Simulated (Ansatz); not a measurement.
`[Li][O][Li]` + H₂S → `[Li][SH]` + `[Li][OH]` at 700 K and 1 bar (ligand exchange at a Li–O bond).

Gas-phase electronic energies from Ansatz, PBE0-D4/def2-TZVP geometries. CCSD(T)/CBS adds triple-zeta CCSD(T) − MP2 to the extrapolated MP2 energy (def2 sets, frozen cores). This one scheme is used for every species. For Li outer-core shells are correlated without core-valence functions, which leaves a few kJ/mol of doubt a bond.

| species | CCSD(T)/CBS energy (Eh) | H − E (kJ/mol) | S (J/(mol·K)) |
| --- | --- | --- | --- |
| `[Li][O][Li]` | -90.22019 | 47.2 | 275.0 |
| H₂S | -398.97279 | 64.8 | 236.9 |
| `[Li][SH]` | -405.91799 | 52.2 | 278.9 |
| `[Li][OH]` | -83.31445 | 64.5 | 249.4 |

H − E and S are ideal-gas, rigid-rotor, harmonic terms from PBE0-D4/def2-TZVP. 1 Eh = 2625.50 kJ/mol, R = 8.31446 J/(mol·K).

Question: By hand: ΔE, ΔH, ΔS and ΔG.

Answer: ΔE = (-405.91799) + (-83.31445) − (-90.22019) − (-398.97279) = -0.03946 Eh = -103.6 kJ/mol. Δ(H − E) = 52.2 + 64.5 − 47.2 − 64.8 = 4.7, so ΔH = -98.9 kJ/mol. ΔS = 278.9 + 249.4 − 275.0 − 236.9 = 16.4 J/(mol·K). ΔG = -98.9 − 700 × (16.4)/1000 = -110.4 kJ/mol.

Question: By hand: the equilibrium constant, and the temperature at which ΔG would vanish if ΔH and ΔS stayed fixed.

Answer: log₁₀ K = −ΔG/(RT ln 10) = 8.2. ΔH and −TΔS have one sign here, so there is no such temperature.

ΔH outweighs TΔS. A doubt of 5 kJ/mol in ΔE shifts log₁₀ K by 0.4 here. These are equilibria of isolated gas molecules and say nothing of rates. Largest T1 diagnostic: 0.021 (customary marks: 0.02 for closed shells, 0.045 for open ones).
